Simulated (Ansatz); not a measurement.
Density of states of Si (P6_3/mmc, a = 3.840 Å, b = 3.840 Å, c = 12.625 Å, α = 90.00°, β = 90.00°, γ = 120.00°), in states per eV and primitive cell, averaged over bins of 0.4 eV. The calculation used DFT r2SCAN, scalar-relativistic, plane waves, PAW (Ansatz 0.2.0).

Plane waves to 500 eV, a k mesh through Γ of 12×12×2 on the computed 8-atom cell and Gaussian smearing (0.02 eV); no spin polarisation.

The cell is relaxed at this level. The states (both spins) are summed by tetrahedra on a 18×18×3 mesh at the self-consistent density. Energies are bin centres; the table starts no lower than −8 eV and ends at 6 eV, or lower where the solved bands end.

The gap is 0.76 eV at this level, with the zero inside it.

```
E − E_F (eV) total Si 3p Si 3s
       -7.85   2.92   1.51   1.40
       -7.45   2.46   1.37   1.07
       -7.05   3.41   1.99   1.39
       -6.65   1.77   1.01   0.75
       -6.25   1.56   0.90   0.64
       -5.85   1.52   0.93   0.58
       -5.45   1.13   0.74   0.38
       -5.05   2.43   2.06   0.34
       -4.65   3.87   3.43   0.40
       -4.25   3.93   3.54   0.35
       -3.85   4.84   4.40   0.40
       -3.45   4.08   3.78   0.26
       -3.05   5.77   5.44   0.27
       -2.65   5.56   5.29   0.20
       -2.25   5.66   5.44   0.14
       -1.85   3.69   3.54   0.09
       -1.45   2.18   2.10   0.04
       -1.05   1.21   1.17   0.01
       -0.65   0.49   0.47   0.00
       -0.25   0.01   0.01   0.00
        0.15   0.00   0.00   0.00
        0.55   0.69   0.36   0.23
        0.95   1.67   0.88   0.54
        1.35   4.14   2.34   1.12
        1.75   5.10   2.98   1.29
        2.15   4.77   2.85   1.04
        2.55   5.40   3.39   0.99
        2.95   5.85   3.85   0.78
        3.35   6.02   3.92   0.73
        3.75   5.57   3.43   0.68
        4.15   5.47   3.21   0.70
        4.55   3.60   1.96   0.46
        4.95   4.70   2.45   0.52
        5.35   4.84   2.44   0.64
        5.75   3.81   1.69   0.39
```

The columns after the total are the Löwdin projections on the occupied valence shells of the potentials. The rest of the total lies in shells that are empty in the free atom, which aren't projected, and between the atoms.

This form isn't the element's structure at ambient conditions.

Cost: 1 run of about 5.3 core-minutes, on Intel Xeon Platinum 8259CL (Skylake/Cascade Lake) (shared hosts).